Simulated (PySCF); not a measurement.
**Magnetisability: `C=C[C@@H]1C[C@H]1S`, C5H8S**

Geometry (Å), atoms numbered from 1 in this order:
```xyz
14

C    -2.249   -0.831   -0.516
C    -0.964   -0.566   -0.767
C    -0.124    0.348    0.027
C     0.966    1.154   -0.627
C     1.333    0.007    0.257
S     2.118    0.382    1.818
H    -2.772   -0.363    0.322
H    -2.821   -1.521   -1.141
H    -0.473   -1.051   -1.620
H    -0.623    0.829    0.874
H     1.124    1.035   -1.702
H     1.133    2.166   -0.250
H     1.706   -0.894   -0.241
H     1.540   -0.607    2.535
```

Level of theory: GIAO PW91/3-21G magnetisability, non-relativistic, IEF-PCM chloroform in PySCF 2.14.0. Geometry: PBE0-D3(BJ)/def2-SVP.

What are the magnetisability and the molar susceptibility?

Isotropic -1239 × 10⁻³⁰ J/T², or -74.6 × 10⁻⁶ cm³/mol; principal values -1368, -1225, -1124 × 10⁻³⁰ J/T², anisotropy 212 × 10⁻³⁰ J/T² (root of half the summed squared differences of the principal values). The susceptibility is in cgs units.

Split it along the inertial axes a, b, c into diamagnetic and paramagnetic parts about the centre of mass, with the quadrupole moment.


```
axis  χ (10⁻⁶ cm³/mol)  diamagnetic (10⁻⁶ cm³/mol)  paramagnetic (10⁻⁶ cm³/mol)  summed x² of all electrons (Å²)  quadrupole Θ (D Å)
   a             -77.7                      -273.0                        195.3                            195.6               -7.68
   b             -74.2                      -918.8                        844.6                             43.4               +5.51
   c             -72.0                     -1014.1                        942.2                             20.9               +2.17
```
Anisotropies 2χaa − χbb − χcc = -9.1 and 2χbb − χaa − χcc = +1.2 × 10⁻⁶ cm³/mol. Θ is traceless in Buckingham's convention.
